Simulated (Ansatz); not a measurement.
## HCl ··· CH4O

The pair of HCl (SMILES Cl, atoms 1–2) and CH4O (SMILES CO, atoms 3–8), both closed shells, in one local arrangement (a lower one may exist), relaxed at PBE0-D4/def2-TZVP:

```csv
atom,x (Å),y (Å),z (Å)
Cl1,-0.6729,0.8477,-2.6244
H2,-0.4833,0.0822,-1.5743
C3,0.1320,0.1227,0.9332
O4,-0.1397,-0.7925,-0.1181
H5,-0.7401,0.7692,1.0202
H6,1.0073,0.7424,0.7163
H7,0.2789,-0.3998,1.8827
H8,0.6177,-1.3718,-0.2356
```

Program: Ansatz 0.2.0. Basis: def2-TZVPPD, with def2-QZVPPD for the basis limit. Cores are frozen in the correlated methods. B3LYP uses VWN-RPA correlation. Extrapolation: Hartree–Fock as exp(−7.88 √X), correlation as X^−2.97. Interaction energies count from these two fragments, frozen as in the pair, with the counterpoise correction; negative means bound.

(1) What is the interaction energy by CCSD(T) at an estimated basis limit (MP2 extrapolated from triple and quadruple zeta, plus CCSD(T) − MP2 in triple zeta)? (An estimate is asked for; the value comes from the calculation.)

(2) Which atoms make the shortest contact between the fragments?

The T1 diagnostic stays at or below 0.010.

Results:

(1) By the calculation: -27.6 kJ/mol. Hartree–Fock alone gives -13.6 kJ/mol at the basis limit. It counts from the two fragments frozen as in the pair.

The same quantity by other methods in triple zeta, and each one's difference from that estimate:
```
   method  E_int (kJ/mol)  difference
   PBE-D4           -33.0        -5.4
revPBE-D4           -29.0        -1.4
  BLYP-D4           -29.1        -1.5
r2SCAN-D4           -32.5        -4.9
   B97M-V           -28.9        -1.3
  PBE0-D4           -31.9        -4.2
 B3LYP-D4           -29.8        -2.2
 HSE06-D4           -31.8        -4.2
  wB97X-V           -28.3        -0.7
  wB97M-V           -27.7         0.0
   B2PLYP           -25.7         1.9
       HF           -13.7        13.9
      MP2           -27.9        -0.3
     CCSD           -22.1         5.6
  CCSD(T)           -24.4         3.2
```
Differences are method less estimate.

(2) H2 and O4, 1.73 Å apart.

Energy to bend the free fragments (PBE0-D4 minima) into their shapes in the pair, CCSD(T)/def2-TZVPPD: HCl 2.1 kJ/mol; CH4O -0.2 kJ/mol. This must be added to the interaction energy to get the binding energy from relaxed fragments.

Basis-set superposition shift (counterpoise-corrected less uncorrected): CCSD(T) 3.3; MP2 3.3; HF 0.3; PBE0-D4 0.4; wB97M-V 0.4 kJ/mol.

For scale, one of the runs: CCSD(T)/def2-TZVPPD, 213 basis functions, launched by `ansatz run in.yaml --threads 4 --pin off --events-out ev --progress --plain --max-ram 9574MiB`. The run took 37 s on 4 CPU threads of an Arm Neoverse V1 (shared host), with 3 GiB of host memory at its peak.
